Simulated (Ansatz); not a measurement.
Geometry optimisation, RKS B3LYP-D4/6-31G* (Ansatz).

input.yaml

```yaml
crystal:
  periodic: [false, false, false]
  atoms:
    - { symbol: Al, position_ang: [0.068234, -0.503041, -0.358399] }
    - { symbol: Cl, position_ang: [-0.111101, 0.184004, 2.997213] }
    - { symbol: H, position_ang: [1.450495, 0.237165, -0.554496] }
    - { symbol: H, position_ang: [-1.346657, -0.012611, -0.866743] }
    - { symbol: "N", position_ang: [0.11175, -2.166408, 0.510417] }
    - { symbol: H, position_ang: [-0.668118, -2.814151, 0.4732] }
    - { symbol: H, position_ang: [0.976035, -2.668244, 0.680954] }
    - { symbol: H, position_ang: [-0.093438, -1.039214, 2.446755] }
basis:
  gaussian: { orbitals: "6-31G*" }
hamiltonian:
  xc: b3lyp
  dispersion: d4
relax:
  f_tol: 0.03
  max_steps: 50
```

Command:

```bash
$ ansatz run input.yaml --threads 1 --pin off --max-ram 2048MiB --backend cpu --events-out ev --progress --plain --runs-dir out
```

Task: Where does it end, and by what steps?

Result: It converged. After 17 steps the energy has fallen by 2.141 eV; H8 moved furthest, 1.19 Å. Parted: Cl2–H8 (1.34 → 2.86 Å). Joined: Al1–Cl2 (3.43 → 2.17 Å), N5–H8 (2.25 → 1.02 Å).

```tsv
step	energy less start (eV)	largest force component (eV/Å)	accepted
0	0.0000	1.306	yes
1	-0.1114	0.526	yes
2	-0.1297	0.689	yes
3	-0.1553	0.317	yes
4	-0.1596	0.187	yes
5	-0.1626	0.074	yes
6	-0.1641	0.035	yes
7	-0.1646	0.041	yes
8	-0.1690	0.177	yes
9	-0.1977	0.394	yes
10	-0.3940	1.192	yes
11	-0.9698	1.549	yes
12	-1.5070	2.933	yes
13	-1.7579	1.723	yes
14	-2.0197	1.066	yes
15	-2.1248	0.716	yes
16	-2.1224	0.294	no
17	-2.1407	0.025	yes
```

```xyz
8
Properties=species:S:1:pos:R:3
Al 0.008 -0.117 0.242
Cl -0.198 0.747 2.226
H 1.440 0.080 -0.422
H -1.327 -0.120 -0.622
N 0.105 -2.090 0.875
H -0.662 -2.657 0.515
H 0.983 -2.543 0.620
H 0.039 -2.081 1.894
```

Whether the end is a true minimum wasn't checked by a vibrational analysis.

The run took 25 s on 1 thread of Intel(R) Xeon(R) 6975P-C (Granite Rapids), on a shared host, peak memory 0.15 GiB.
